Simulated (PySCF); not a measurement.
SiF4, SMILES F[Si](F)(F)F.

Coordinates come from a ωB97X-D3(BJ)/def2-SVP optimisation. The isomer is the one that the SMILES or the coordinates give; other isomers of the formula were not compared.

Level of theory: ωB97X-D3(BJ)/def2-SVP run with PySCF 2.14.0.

Frequencies are harmonic and unscaled.

Modes within 1.5 cm⁻¹ of each other (mostly degenerate sets) share a row, with their intensities summed.

**Question.** List the normal modes with their intensities. (An estimate is asked for; the answer gives what the named calculation found.)

**Answer.** 
```
mode  ν (cm⁻¹)  IR (km/mol)  Raman (Å⁴/amu)  depolarisation  moving atoms (share of kinetic energy)
----  --------  -----------  --------------  --------------  --------------------------------------
1–2        250          0.0             1.1            0.75                                 F 100 %
3–5        372        163.7             2.3            0.75                         F 77 %, Si 23 %
6          787          0.0             4.7            0.00                                 F 100 %
7–9       1037        671.5             1.3            0.75                         Si 50 %, F 50 %
```
